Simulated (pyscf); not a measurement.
Thermochemistry of product channels of F–GeH₂–F (SMILES [F][GeH2][F]) on the singlet surface, in kJ/mol, from ωB97M-D3(BJ)/def2-TZVP energies (ideal gas, 1 atm, RRHO with modes under 100 cm⁻¹ raised to 100, one conformer, R ln 2 for rigid chiral ones). Structures and frequencies: ωB97X-D3(BJ)/def2-SVP in PySCF.

```tsv
products	ΔE	ΔH(298 K)	ΔG(298 K)	ΔG(600 K)
HF (SMILES F) + F–GeH: (SMILES [F][GeH]) [singlet]	+176.3	+172.5	+128.1	+82.7
F–F (SMILES FF) + GeH₂ (SMILES [GeH2]) [singlet]	+812.6	+799.2	+755.8	+711.9
F–Ge:–F (SMILES [F][Ge][F]) [singlet] + H₂ (SMILES [H][H])	+38.4	+27.2	-10.0	-48.9
```

These are energies of the channels, which say nothing of barriers. Elements up to Kr have no core potential and no relativistic terms here.
